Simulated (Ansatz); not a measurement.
Two shapes of singlet H₂F₂.

Shape 1:

```xyz
4

F     0.0302   -0.3499   -1.2142
H     0.0229    0.4116   -0.8069
F     0.0364    0.3756    1.1608
H     0.0004   -0.4963    0.8271
```

Shape 2:

```xyz
4

F     0.0000   -0.3535   -1.0985
H     0.0000    0.4188   -0.7347
F     0.0000    0.3535    1.0985
H     0.0000   -0.4188    0.7347
```

Basis set: 6-31G* (spherical functions). Correlated methods keep 2 orbitals frozen. Charge 0, multiplicity 1.

Computed with Ansatz (development build ahead of 0.2.0); each method stands on the lowest determinant of its kind that the runs found.

Question: Which shape is lower in energy, and by how much in each method?

Answer:

```csv
method,E(2) − E(1) (eV)
RHF,0.291
RHF-MP2,0.403
```

Shape 1 is lower.
